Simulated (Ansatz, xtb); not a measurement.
# CH4AlN: which of two structures lies lower

Structure a is `C[NH][Al]`, a singlet and structure b is a singlet given by its coordinates. Both are isolated molecules in the gas phase, relaxed with PBE0-D3(BJ)/def2-SVP.

a (Å):

```yaml
atoms:
  - { symbol: C, position_ang: [-0.3215, -0.0500, -0.8534] }
  - { symbol: Al, position_ang: [0.2176, -0.6810, 1.9746] }
  - { symbol: N, position_ang: [0.5507, -0.5101, 0.2043] }
  - { symbol: H, position_ang: [1.4713, -0.7603, -0.1561] }
  - { symbol: H, position_ang: [0.0592, 0.8535, -1.3652] }
  - { symbol: H, position_ang: [-1.3114, 0.2156, -0.4449] }
  - { symbol: H, position_ang: [-0.4985, -0.8157, -1.6314] }
```

b (Å):

```xyz
7

C    -1.2306   -1.4656    0.8784
Al   -1.4450   -0.2683   -1.8693
N    -1.3196   -0.9689   -0.2617
H    -0.3196   -1.9928    1.2356
H    -2.0558   -1.4177    1.6216
H    -0.9838    1.2366   -2.0390
H    -2.0092   -1.1975   -3.0200
```

Close contacts (Å): C1–N3 1.25, Al2–N3 1.76, C1–H4 1.11, C1–H5 1.11, Al2–H6 1.58, Al2–H7 1.58.

Energies in hartree; the thermal terms are from PBE0-D3(BJ)/def2-SVP harmonic frequencies (ideal gas, rigid rotor, one conformer each, 298.15 K, 1 atm) and include the zero-point energy:

|  | a | b |
| --- | --- | --- |
| E, CCSD(T)/def2-TZVPP | −337.106390 | −337.087096 |
| zero-point energy | 0.053206 | 0.043334 |
| H(298 K) − E | 0.058622 | 0.049154 |
| G(298 K) − E | 0.026787 | 0.017676 |

**Question.** Work out ΔE, ΔE₀, ΔH and ΔG for a → b in kcal/mol (1 Eh = 627.51 kcal/mol) and the equilibrium ratio [b]/[a].

**Answer.** 1. ΔE = −337.087096 − (−337.106390) = +0.019294 Eh = +12.11 kcal/mol.
2. ΔE₀ = ΔE + ΔZPE = +0.019294 + (−0.009872) Eh = +5.91 kcal/mol.
3. ΔH = ΔE + (−0.009468) Eh = +6.17 kcal/mol.
4. ΔG = ΔE + (−0.009111) Eh = +6.39 kcal/mol, so ΔS = (ΔH − ΔG)/T = −3.1 J/(mol K).
5. kT = 0.9442 mEh, so K = [b]/[a] = exp(−ΔG/kT) = exp(−10.78) ≈ 2.1 × 10^−5.

Structure a is favoured at this temperature. An error of 1 kcal/mol in ΔG would change K by a factor of 5.4. GFN2-xTB gave ΔE the other sign. Mirror images and further conformers aren't counted.

Other levels gave ΔE = −21.2 (GFN2-xTB); +17.8 (HF/STO-3G, GFN2-xTB geometries); +21.2 (r2SCAN-D4/def2-SVP, GFN2-xTB geometries); +13.7 (PBE0-D3(BJ)/def2-SVP); +7.5 (HF/def2-TZVPP); +11.7 (MP2/def2-TZVPP) kcal/mol. The correlated steps freeze 7 core orbitals. Programs: Ansatz 0.2.0, xtb 6.7.1.
